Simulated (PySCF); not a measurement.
# Core-level binding energies of SiCl2

Compound: SiCl₂.
Z-matrix (Å and degrees, PBE0-D3(BJ)/def2-SVP geometry), rows numbered from 1:
```
Si
Cl  1  2.0901
Cl  1  2.0904  2  100.94
```

Theory: PySCF, delta-SCF UKS SCAN, pcX-2 on the ionised atom, pcseg-1 elsewhere, spin-free X2C. These are vertical core ionisation energies against the vacuum level, from separate self-consistent calculations with and without the core hole.

Task: Give the core binding energies atom by atom.

Result: 
```tsv
atom(s)	bonded to	level	binding energy (eV)	2p1/2 (eV)	count
Cl2/Cl3	Si	Cl 1s	2828.79	–	2
Si1	2 Cl	Si 1s	1849.41	–	1
Cl2/Cl3	Si	Cl 2p3/2	206.22	207.88	2
Si1	2 Cl	Si 2p3/2	109.30	109.93	1
```

Task: Which photon energy gives electrons from Cl 2p3/2 of Cl2/Cl3 a kinetic energy of 20 eV, and what is their de Broglie wavelength?

Result: hν = 206.22 + 20 = 226.22 eV, recoil neglected; λ = 12.264 Å/√(E/eV) = 2.74 Å.

Atoms equivalent by their bonding share one computed value, that of the first of them. The 2p values aren't plain energy differences: one relaxed spin-free 2p hole is combined with a matrix within the shell (ground-state 2p orbital-energy differences and spin–orbit coupling). 2p3/2, the mean of its two sublevels, lies a third of the splitting below the shell's mean and 2p1/2 two thirds above it; the statistical areas are 2:1. 2p1/2 minus 2p3/2 (ligand field included): Si 0.63 eV, Cl 1.65 eV. Isolated species at its PBE0-D3(BJ)/def2-SVP geometry, gas phase.
